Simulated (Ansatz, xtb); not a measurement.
Two isomers of C6H10

Structure X: `C1=CCCCC1`, a singlet. Structure Y: `C=CCCC=C`, a singlet. Both are isolated molecules in the gas phase, relaxed with r2SCAN-D4/def2-SVP; the shapes shown needn't be the lowest conformers.

X (Å):

```json
{"atom": "C", "x (Å)": "-2.1786", "y (Å)": "1.0229", "z (Å)": "0.3661"}
{"atom": "C", "x (Å)": "-1.7309", "y (Å)": "0.6537", "z (Å)": "1.5771"}
{"atom": "C", "x (Å)": "-0.3837", "y (Å)": "0.0254", "z (Å)": "1.8038"}
{"atom": "C", "x (Å)": "0.2567", "y (Å)": "-0.4465", "z (Å)": "0.4963"}
{"atom": "C", "x (Å)": "0.1106", "y (Å)": "0.6150", "z (Å)": "-0.5940"}
{"atom": "C", "x (Å)": "-1.3654", "y (Å)": "0.8891", "z (Å)": "-0.8916"}
{"atom": "H", "x (Å)": "-3.1849", "y (Å)": "1.4498", "z (Å)": "0.2733"}
{"atom": "H", "x (Å)": "-2.3703", "y (Å)": "0.8072", "z (Å)": "2.4552"}
{"atom": "H", "x (Å)": "-0.4810", "y (Å)": "-0.8172", "z (Å)": "2.5119"}
{"atom": "H", "x (Å)": "0.2796", "y (Å)": "0.7528", "z (Å)": "2.3138"}
{"atom": "H", "x (Å)": "-0.2428", "y (Å)": "-1.3752", "z (Å)": "0.1629"}
{"atom": "H", "x (Å)": "1.3175", "y (Å)": "-0.7002", "z (Å)": "0.6582"}
{"atom": "H", "x (Å)": "0.6371", "y (Å)": "0.3091", "z (Å)": "-1.5133"}
{"atom": "H", "x (Å)": "0.5908", "y (Å)": "1.5504", "z (Å)": "-0.2515"}
{"atom": "H", "x (Å)": "-1.4725", "y (Å)": "1.8036", "z (Å)": "-1.5025"}
{"atom": "H", "x (Å)": "-1.7869", "y (Å)": "0.0763", "z (Å)": "-1.5169"}
```

Y (Å):

```tsv
atom	x (Å)	y (Å)	z (Å)
C	-3.0781	-1.0898	-0.7662
C	-2.1353	-0.9172	0.1668
C	-1.1395	0.2017	0.1958
C	0.3051	-0.2989	0.1260
C	1.3659	0.7596	0.1891
C	1.1728	2.0791	0.3004
H	-3.7723	-1.9346	-0.7307
H	-3.1908	-0.3852	-1.5986
H	-2.0557	-1.6504	0.9831
H	-1.2659	0.7803	1.1309
H	-1.3359	0.8996	-0.6367
H	0.4436	-0.8873	-0.8017
H	0.4853	-1.0266	0.9419
H	2.3975	0.3846	0.1345
H	0.1727	2.5205	0.3578
H	2.0190	2.7712	0.3380
```

Question: Which of the two would you expect CCSD(T)/def2-SVP + ΔMP2/def2-TZVPP electronic energies to favour?

Answer: Structure X; the calculation gives E(Y) − E(X) = +95.6 kJ/mol.

How the difference moves with the method:

| level | geometry | E(Y) − E(X) (kJ/mol) | departure from the last row (kJ/mol) | job, with rough time for the two |
| --- | --- | --- | --- | --- |
| GFN2-xTB | GFN2-xTB | +148.1 | +52.6 | optimisation, 0.088 s |
| HF/STO-3G | GFN2-xTB | +231.1 | +135.6 | single point, 0.26 s |
| r2SCAN-D4/def2-SVP//GFN2-xTB | GFN2-xTB | +117.8 | +22.3 | single point, 3.2 s |
| r2SCAN-D4/def2-SVP | r2SCAN-D4/def2-SVP | +116.2 | +20.7 | optimisation, 26 s |
| HF/def2-SVP | r2SCAN-D4/def2-SVP | +95.2 | −0.3 | part of the CCSD(T) run |
| MP2/def2-SVP | r2SCAN-D4/def2-SVP | +117.2 | +21.7 | part of the CCSD(T) run |
| CCSD(T)/def2-SVP | r2SCAN-D4/def2-SVP | +104.9 | +9.3 | single point |
| CCSD(T)/def2-SVP + ΔMP2/def2-TZVPP | r2SCAN-D4/def2-SVP | +95.6 |  | single point, 49 s |

As drawn, Y has 1 C=C in place of 2 C–C. Structure X has a 6-membered ring, Y no ring.

The levels shown agree on the order. The largest departure from CCSD(T)/def2-SVP + ΔMP2/def2-TZVPP is that of HF/STO-3G, 135.6 kJ/mol. The last row adds to CCSD(T) the change of the MP2 difference between the two basis sets, here −9.3 kJ/mol.

With thermal terms from frequencies at re-optimised GFN2-xTB minima (ideal gas, soft modes damped towards free rotors, one conformer each, 298.15 K, 1 atm): on the last row, ΔE + ΔZPE = +83.0, ΔH = +87.8, ΔG = +73.9 kJ/mol.

The correlated steps freeze 6 core orbitals. Codes used: Ansatz 0.2.0, xtb 6.7.1; the last row on 4 threads of Arm Neoverse V1 on a shared host.
